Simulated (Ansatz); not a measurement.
A made-up structure of CH3AlN, doublet:

```json
{"atom": "C1", "x (Å)": "0.3160", "y (Å)": "0.2082", "z (Å)": "-0.7004"}
{"atom": "N2", "x (Å)": "-0.4049", "y (Å)": "-0.7082", "z (Å)": "-0.1621"}
{"atom": "Al3", "x (Å)": "0.8096", "y (Å)": "0.0478", "z (Å)": "1.1910"}
{"atom": "H4", "x (Å)": "-1.1041", "y (Å)": "-1.2258", "z (Å)": "-0.6946"}
{"atom": "H5", "x (Å)": "0.2300", "y (Å)": "0.4928", "z (Å)": "-1.7178"}
{"atom": "H6", "x (Å)": "0.2010", "y (Å)": "1.2341", "z (Å)": "2.0830"}
```

It is relaxed with PBE-D4/def2-SVP and then PBE0-D4/def2-TZVP (Ansatz 0.2.0). Atoms count as bonded within 1.22 times the sum of their covalent radii (H–H: 0.88 Å). The end point is not checked to be a true minimum.

Q: Does its bonding change? (A judgement: the text doesn't fix the answer.)

A: By the calculation: No: no bond forms or breaks.

Where it ends: The first stage lowers the energy by 0.10 eV in 6 steps. It ends as CH₃AlN ([CH]1[NH][AlH]1):
C1  (0.346, 0.210, -0.733)
N2  (-0.394, -0.663, -0.150)
Al3  (0.848, 0.093, 1.168)
H4  (-1.126, -1.184, -0.629)
H5  (0.238, 0.441, -1.797)
H6  (0.135, 1.152, 2.139)
(Å)

Labels in which every atom is bracketed show which atoms are joined, not bond orders.

For scale, one of the runs: PBE0-D4/def2-TZVP relaxation, 117 basis functions, launched by `ansatz run in.yaml --threads 2 --pin off --events-out ev --progress --plain --max-ram 4352MiB`. The run took about 22 s on 2 CPU threads of an Arm Neoverse V1 (shared host).
